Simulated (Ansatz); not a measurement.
Frontier orbitals of CH3BS, SMILES `B1CS1`.

Z-matrix (Å, degrees):
```
C
S 1 1.862
B 1 1.531 2 60.7
H 1 1.086 2 114.2 3 113.5
H 1 1.086 2 114.2 3 -113.5
H 3 1.182 1 148.6 2 -180.0
```

Charge 0, multiplicity 1. The structure was optimised at the PBE0-D4/def2-TZVP level. Basis def2-TZVPP, Ansatz 0.2.0.

```csv
functional,HOMO (eV),LUMO (eV)
HSE06 (plane-wave form),-7.26,-1.62
```

**Question.** Give HOMO and LUMO (eV) with LDA (SPW92), PBE, revPBE, BLYP, r2SCAN, B97M-V, PBE0, B3LYP, r2SCANh, r2SCAN0, BHLYP, CAM-B3LYP, LC-ωPBE, ωB97X-V, ωB97M-V, HF. (An estimate is asked.)

**Answer.** Ansatz gave: 
| functional | HOMO | LUMO |
| --- | --- | --- |
| LDA (SPW92) | -6.65 | -2.42 |
| PBE | -6.53 | -2.18 |
| revPBE | -6.49 | -2.09 |
| BLYP | -6.35 | -2.01 |
| r2SCAN | -6.73 | -1.86 |
| B97M-V | -6.79 | -1.85 |
| PBE0 | -7.66 | -1.23 |
| B3LYP | -7.41 | -1.43 |
| r2SCANh | -7.16 | -1.53 |
| r2SCAN0 | -7.80 | -1.04 |
| BHLYP | -8.63 | -0.19 |
| CAM-B3LYP | -8.94 | -0.11 |
| LC-ωPBE | -10.33 | 1.02 |
| ωB97X-V | -9.96 | 0.96 |
| ωB97M-V | -9.81 | 0.76 |
| HF | -10.19 | 2.22 |

B3LYP here is the variant with VWN-RPA as its local correlation; programs differ in this. LC-ωPBE has ω = 0.4 bohr⁻¹. Positive LUMOs are unbound and depend on the basis.
